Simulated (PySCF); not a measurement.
## How methods differ on the ionisation energy of P

P [Ne] 3s2 3p3 (4S) → P⁺ [Ne] 3s2 3p2 (3P), as a difference of total energies. Computed with PySCF 2.14 in aug-cc-pCVTZ-DK (8s7p5d3f, 75 functions), with scalar relativity by spin-free X2C-1e. Correlated levels: valence: [Ne] frozen; valence and next inner shell: 1s2 frozen; nothing frozen. The calculations carry no spin-orbit coupling.

```
                                method  ionisation energy (eV)
                                   UHF                   9.897
                                   LDA                  10.569
                                   PBE                  10.482
                                  PBE0                  10.520
                                r2SCAN                  10.626
                                revPBE                  10.454
                               wB97X-V                  10.305
                                 wB97X                  10.380
                               LC-wPBE                  10.592
                         MP2 (valence)                  10.484
                     SCS-MP2 (valence)                  10.304
    MP2 (valence and next inner shell)                  10.493
SCS-MP2 (valence and next inner shell)                  10.314
                   MP2 (all electrons)                  10.495
               SCS-MP2 (all electrons)                  10.315
```

Task: How much does correlation contribute at MP2 (all electrons)?

Result: 10.495 − (9.897) = 0.598 eV, measured against UHF.

A first-order spin-orbit estimate (lowest level to lowest level, LS coupling) adds -0.034 eV.

Errors of the correlated levels include the incompleteness of this basis and the frozen core.

For comparison: 10.487 eV (measured; NIST Atomic Spectra Database, ionization energies).
